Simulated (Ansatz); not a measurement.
Process, species as SMILES: O=C (CH2-O) → CH2O+ (doublet, bonded as C=O) + e-
B3LYP-D3(BJ)/def2-TZVP geometries, fixed; electronic energies without zero-point terms.

Effect of the final integration grid (spheres per factor e of radius in core and valence, angular degree) at PBE0/cc-pVTZ with Ansatz (an electronic-structure program), against the last row, where the adiabatic ionisation energy is 10.70 eV. Open shells are unrestricted. The default's grid is 13, 11, 36.

| setting | largest shift of a total energy (mEh) | shift of the adiabatic ionisation energy (eV) |
|---|---|---|
| accuracy: medium (default) | 0.000 | 0.000 |
| final_grid: 4, 3, 11 | 0.854 | -0.002 |
| final_grid: 6, 5, 17 | 0.083 | 0.001 |
| final_grid: 8, 7, 23 | 0.005 | 0.000 |
| final_grid: 10, 9, 29 | 0.001 | 0.000 |
| final_grid: 18, 15, 47 | 0.000 | 0.000 |
| final_grid: 26, 22, 59 | 0.000 | 0.000 |

Within 0.002 eV in the adiabatic ionisation energy: accuracy: medium (default); final_grid: 6, 5, 17; final_grid: 8, 7, 23; final_grid: 10, 9, 29; final_grid: 18, 15, 47. The largest shift is 0.854 mEh in a total energy and 0.002 eV in the difference.
